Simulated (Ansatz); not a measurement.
Results of LDA (Ansatz, a first-principles code, PAW) for CsCl-type TlBr.

Settings: plane-wave cutoff 520 eV, 8×8×8 k mesh, Fermi–Dirac smearing 0.01 eV, scalar-relativistic PAW data made under PBE.

Pressure at four volumes; x = ln(V/28.304 Å³). One pressure is withheld.

| V (Å³/atom) | x | P (GPa) |
|---|---|---|
| 26.606 | -0.0619 | ? |
| 27.172 | -0.0408 | 1.516 |
| 28.304 | 0.0000 | -0.004 |
| 30.002 | 0.0583 | -1.687 |

**Question.** Pass a parabola P(x) through the three rows shown, estimate the bulk modulus and its pressure derivative near zero pressure, and predict the withheld pressure.

**Answer.** Slopes between the rows: (-0.004 − (1.516))/(0.0000 − (-0.0408)) = -37.25 and (-1.687 − (-0.004))/(0.0583 − (0.0000)) = -28.87 GPa. Their difference over the span 0.0991 is c = 8.38/0.0991 = 84.6 GPa, so P(x) = 1.516 + (-37.25)(x − (-0.0408)) + 84.6 (x − (-0.0408))(x − (0.0000)). At the middle row B = −dP/dx = −[-37.25 + 84.6 × 0.0408] = 33.8 GPa, and B′ = dB/dP = 2c/B = 5.0. At x = -0.0619 the parabola gives 2.412 GPa; the run gives 2.428 GPa. The Birch–Murnaghan fit to the energies at all volumes has B0 = 33.6 GPa and B′ = 5.1.

Spin–orbit coupling is not included; it can shift volumes and moduli of such heavy elements.
